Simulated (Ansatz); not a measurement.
LA phonon frequency at X of zinc-blende GaSb: levels of theory against measurement

Reference value: 166 cm⁻¹ (measured, temperature not stated, not corrected to a static lattice; as tabulated in Giannozzi et al., Phys. Rev. B (1991)).

Problem. What do LDA, PBE, PBE-D3(BJ), LC-ωPBE, Hartree–Fock give, and how far is each from the reference?

Solution. 
```csv
level (code),value (cm⁻¹),cell (Å³/atom),difference (%)
LDA (Ansatz),160,27.65,-3.6
PBE (Ansatz),149,29.99,-10.2
PBE-D3(BJ) (Ansatz),157,28.78,-5.4
LC-ωPBE (Ansatz),182,27.07,+9.6
Hartree–Fock (Ansatz),173,30.14,+4.2
```

Once the reference is moved by up to 3.0 % (a margin picked here for doubts on the reference and the settings, and for temperature and zero-point motion) and values within 1.0 % count as equal, the nearest can be LDA (-3.6 %) or Hartree–Fock (+4.2 %). By the same margin the farthest can be PBE (-10.2 %) or LC-ωPBE (+9.6 %).

The measured value isn't corrected to a static lattice, so vibrations enter the comparison.  LDA, PBE, PBE-D3(BJ): the solid has no gap at this level, which affects its response. PBE-D3(BJ): the dispersion coefficients are held fixed in the derivatives. Each level is taken at its own relaxed cell. K meshes differ between the levels. Ansatz's density-functional and Hartree–Fock values are scalar-relativistic unless marked +SOC, with PAW data made under PBE.

Differences are worked out from the printed values.

Ansatz is a quantum-chemistry and plane-wave program.
